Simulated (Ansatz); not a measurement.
2H WSe₂, treated with PBE (Ansatz, a first-principles code, PAW).

Numerical settings: plane-wave cutoff 520 eV, 12×12×4 k mesh (along the axes of the cell as run), Fermi–Dirac smearing 0.01 eV, no spin polarisation, scalar-relativistic PAW data made under PBE.

Cell (measured lattice):

```
CELL_PARAMETERS angstrom
     -1.64100    -2.84230     0.00000
     -1.64100     2.84230     0.00000
      0.00000     0.00000   -12.96000
ATOMIC_POSITIONS crystal
  W  0.33333 0.66667 0.25000
  W  0.66667 0.33333 0.75000
  Se 0.33333 0.66667 0.87900
  Se 0.66667 0.33333 0.37900
  Se 0.66667 0.33333 0.12100
  Se 0.33333 0.66667 0.62100
```

Give the computed band gap, smallest direct gap on the k points sampled and direct gap at Γ.


band gap: 0.95 eV
smallest direct gap on the k points sampled: 1.55 eV
direct gap at Γ: 2.67 eV

Note: cell and atoms aren't relaxed at this level (largest force component 0.24 eV/Å, pressure 4.5 GPa).

Spin–orbit coupling is not included.

Static lattice: no zero-point or thermal effects.
